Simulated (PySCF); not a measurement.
# C2H7P (dimethylphosphine): the cost of one run

Computed with PySCF 2.14.0, with density-fitted response routines of our own, on a single molecule in the gas phase. Atoms count from 0, in the outputs and in this text.

## 1. The molecule as given

10 atoms, charge 0, multiplicity 1; geometry from: GFN2-xTB. The atoms were then displaced at random by about 0.01 Å, so the start is not that level's minimum.

Bonds of the start (Å): C0–P1 1.86, P1–C2 1.87, C0–H3 1.09, C0–H4 1.11, C0–H5 1.10, P1–H6 1.40, C2–H7 1.06, C2–H8 1.06, C2–H9 1.09.

## 2. Relaxing the molecule at PBE0-D3(BJ)/def2-SVP

Job settings and geometry (Å):

```
{"job": {"xc": "PBE0", "basis": "def2-SVP", "d3": "d3bj", "grid": 1, "shake": 0.01, "kind": "geom"}, "charge": 0, "multiplicity": 1}
C      1.380120     0.159520    -0.067210
P      0.210060    -0.428880     1.249890
C     -1.398090     0.161380     0.503650
H      2.380500    -0.240240     0.083260
H      1.434780     1.262160    -0.005990
H      0.995980    -0.077570    -1.065610
H      0.128740    -1.732910     0.750600
H     -2.192840    -0.271770     1.054160
H     -1.452910    -0.096710    -0.521390
H     -1.435880     1.244100     0.626360
```

On the command line:

```console
$ OMP_NUM_THREADS=1 python probes_run.py task.json out
```

This one command runs all jobs of the session in turn.

**Question.** How long does this first job take on 1 thread of Arm Neoverse V1, shared host, and how much memory does it need?

About 7 s, with a peak of 0.34 GiB.
